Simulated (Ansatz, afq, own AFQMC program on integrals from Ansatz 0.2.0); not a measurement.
AFQMC on a folder of integrals that Ansatz 0.2.0 wrote.

```yaml
crystal:
  periodic: [false, false, false]
  atoms:
    - {symbol: Si, position_ang: [0.000000, 0.133215, 2.536521]}
    - {symbol: Al, position_ang: [0.000000, -0.194465, -2.845513]}
    - {symbol: H, position_ang: [0.000000, 1.514341, 3.101386]}
    - {symbol: H, position_ang: [1.198904, -0.574939, 3.072136]}
    - {symbol: H, position_ang: [-1.198904, -0.574939, 3.072136]}
    - {symbol: H, position_ang: [0.000000, 1.129240, -3.752395]}
basis:
  gaussian: {orbitals: 6-31G}
magnetization: {spin_polarized: true, initial_magnetization: 1}
correlation: {method: ccsd_t, electrons: outside_noble_gas, hamiltonian_folder: ham}
```

```sh
$ ansatz run in.yaml --threads 1 --pin off --events-out ev --progress --plain --max-ram 1382MiB
```

afq runs on the folder ham with

```
--method free --trial cisd --walkers 100 --time-step 0.02 --max-blocks 120 --target-error 0.0016 --factor-cut 1e-05 --seed 207 --times 0.0,0.5,1.0,2.0,3.0,4.0 --taylor-order 4
```

Times are imaginary, in 1/Eh. The walk had a cap of 212 s.

Output of the walk:

```
orbitals 24  electrons 6 5  factors 142 of 406
reference energy -532.99079875 Eh
CCSD correlation -0.11410939 Eh in 14 cycles, weight of the determinant in the CISD state 0.8676
repeat  energy at the last time / Eh  error
    10  -533.106707  0.000454
    20  -533.106778  0.000277
    30  -533.106597  0.000219
time / (1/Eh)  energy / Eh  error  mean overlap
  0.00  -533.104999  0.000089  1.1533
  0.50  -533.105756  0.000086  1.1562
  1.00  -533.105872  0.000111  1.1736
  2.00  -533.106444  0.000120  1.1677
  3.00  -533.106582  0.000153  1.1625
  4.00  -533.106552  0.000214  1.1721
energy -533.106552 +/- 0.000214 Eh
```

The run passed its tests (error under three times the target), which doesn't prove that it has relaxed.

Against this walk (error 5.8 meV) on the same determinant: CCSD(T) 16.8 meV higher, CCSDT(Q) 3.3 meV higher (within the noise). The error is statistical, and a free projection of finite length keeps a remainder of its start.

Cautions: remainder of the start not in the error; unrestricted determinant slightly spin contaminated (⟨S²⟩ 0.82 against 0.75).

The walk took 2.2 min on 1 thread of Intel(R) Xeon(R) Processor @ 2.50GHz (Skylake/Cascade Lake) (shared host). The log's last line is the free-projection energy.

CCSDT and higher add their correlation energy to the determinant of the CCSD(T) run, since their own runs factorise the integrals more tightly (a shift of under 2 meV). A walk keeps the symmetry of its determinant, which the program's search chose and which needn't be the lowest solution, so a lower state of the same spin and another symmetry isn't excluded.
